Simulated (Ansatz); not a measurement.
**SiClO−: single points off equilibrium**

The atoms stand at a structure displaced at random from a GFN2-xTB minimum. How far do the functionals agree with CCSD(T) there?

Computed with Ansatz 0.2.0, Gaussian basis. Level: single points in def2-TZVPPD.

Correlated methods freeze the cores.

## Step 1: Starting geometry

SMILES `O=[Si-]Cl`, 3 atoms, charge -1, spin multiplicity 1.

Atoms are counted from 1 here; the program's logs count them from 0.

Bond lengths: O1–Si2 1.523 Å.

Coordinates:

```xyz
3
ClOSi
O     0.38520    1.46310    0.38940
Si    0.76860   -0.01030    0.42530
Cl   -1.16170   -1.42600   -0.79960
```

## Step 2: CCSD(T)/def2-TZVPPD

Contents of run/in.yaml:

```yaml
crystal:
  periodic: [false, false, false]
  atoms:
    - {symbol: O, position_ang: [0.385200, 1.463100, 0.389400]}
    - {symbol: Si, position_ang: [0.768600, -0.010300, 0.425300]}
    - {symbol: Cl, position_ang: [-1.161700, -1.426000, -0.799600]}
basis:
  gaussian: {orbitals: "def2-TZVPPD.json"}
total_charge: -1
correlation: {method: ccsd_t}
output: {forces: true}
```

The basis file named in the input lies beside it (Basis Set Exchange, JSON).

The command line of these runs was not kept.

## Step 3: PBE0-D4/def2-TZVPPD

run/in.yaml, as its differences from that of step 2:

```diff
@@ -9,3 +9,3 @@
 total_charge: -1
-correlation: {method: ccsd_t}
-output: {forces: true}
+hamiltonian: {xc: pbe0, dispersion: d4}
+output: {forces: true, orbitals: {seedname: orbitals}}
```

## Step 4: wB97M-V/def2-TZVPPD

run/in.yaml, as its differences from that of step 3:

```diff
@@ -9,3 +9,3 @@
 total_charge: -1
-hamiltonian: {xc: pbe0, dispersion: d4}
-output: {forces: true, orbitals: {seedname: orbitals}}
+hamiltonian: {xc: {name: wB97M-V}}
+output: {forces: true}
```

## Step 5: r2SCAN-D4/def2-TZVPPD

run/in.yaml, as its differences from that of step 4:

```diff
@@ -9,3 +9,3 @@
 total_charge: -1
-hamiltonian: {xc: {name: wB97M-V}}
+hamiltonian: {xc: r2scan, dispersion: d4}
 output: {forces: true}
```

## Step 6: PBE-D4/def2-TZVPPD

run/in.yaml, as its differences from that of step 5:

```diff
@@ -9,3 +9,3 @@
 total_charge: -1
-hamiltonian: {xc: r2scan, dispersion: d4}
+hamiltonian: {xc: pbe, dispersion: d4}
 output: {forces: true}
```

## Step 7: revPBE-D4/def2-TZVPPD

run/in.yaml, as its differences from that of step 6:

```diff
@@ -9,3 +9,3 @@
 total_charge: -1
-hamiltonian: {xc: pbe, dispersion: d4}
+hamiltonian: {xc: {name: revPBE}, dispersion: d4}
 output: {forces: true}
```

## Step 8: HSE06-D4/def2-TZVPPD

run/in.yaml, as its differences from that of step 7:

```diff
@@ -9,3 +9,3 @@
 total_charge: -1
-hamiltonian: {xc: {name: revPBE}, dispersion: d4}
+hamiltonian: {xc: hse06, dispersion: d4}
 output: {forces: true}
```

(Steps that only read results are left out.)

Before running it: what results should come out? Wanted: RMS force component; RMS force error; HOMO and LUMO, PBE0-D4; T1 diagnostic.

As calculated:

| quantity | value |
| --- | --- |
| RMS force component | 0.424 to 0.927 eV/Å over the methods |
| RMS force error | PBE0-D4 0.278, wB97M-V 0.305, r2SCAN-D4 0.114, PBE-D4 0.230, revPBE-D4 0.327, HSE06-D4 0.268 eV/Å |
| HOMO and LUMO, PBE0-D4 | -2.15 and 3.02 eV |
| T1 diagnostic | 0.019 |

In words: The forces of r2SCAN-D4 come nearest to CCSD(T), those of revPBE-D4 are farthest. Frozen-core CCSD(T) forces in triple zeta carry basis errors of their own, and this is one geometry, so small gaps rank nothing.
